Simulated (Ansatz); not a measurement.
**BiOBr (P4/nmm, No. 129)**

All values below come from HSE06+SOC (Ansatz, a quantum-chemistry and plane-wave program, plane waves, PAW).

Settings: plane-wave cutoff 460 eV, 6×6×4 k mesh (along the axes of the cell as run), Fermi–Dirac smearing 0.01 eV, PAW data made under PBE.

Cell (measured lattice):

```yaml
crystal:
  lattice:
    - [3.91600, 0.00000, 0.00000]
    - [0.00000, 3.91600, 0.00000]
    - [0.00000, 0.00000, 8.07700]
  atoms:
    - { symbol: Bi, position: [0.00000, 0.50000, 0.15400] }
    - { symbol: Bi, position: [0.50000, 0.00000, 0.84600] }
    - { symbol: O, position: [0.00000, 0.00000, 0.00000] }
    - { symbol: O, position: [0.50000, 0.50000, 0.00000] }
    - { symbol: Br, position: [0.00000, 0.50000, 0.65300] }
    - { symbol: Br, position: [0.50000, 0.00000, 0.34700] }
```

- band gap: 2.68 eV (indirect)
- smallest direct gap on the k points sampled: 2.86 eV
- direct gap at Γ: 3.53 eV

Note: cell and atoms aren't relaxed at this level (largest force component 0.16 eV/Å, pressure 0.8 GPa).

It cost about 24 core-minutes (a rough figure) of CPU time.
